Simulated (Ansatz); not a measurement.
Two shapes of singlet SO₂.

Shape 1:

```xyz
3

S     0.0283    0.0138   -0.4102
O    -0.0170    1.2947    0.3556
O    -0.0058   -1.2997    0.3777
```

Shape 2:

```xyz
3

S     0.0000    0.0000   -0.4010
O     0.0000    1.3505    0.4010
O     0.0000   -1.3505    0.4010
```

Basis set: def2-TZVP (spherical functions). Frozen core: 7 orbitals. Charge 0, multiplicity 1.

Computed with Ansatz (development build ahead of 0.2.0); each method stands on the lowest determinant of its kind that the runs found.

Q: Which shape is lower in energy, and by how much in each method?

A:

```json
{"method": "RHF", "E(2) − E(1) (eV)": "0.960"}
{"method": "RHF-MP2", "E(2) − E(1) (eV)": "0.449"}
```

Shape 1 is lower. Caution: in another basis set an unrestricted determinant lies well below.
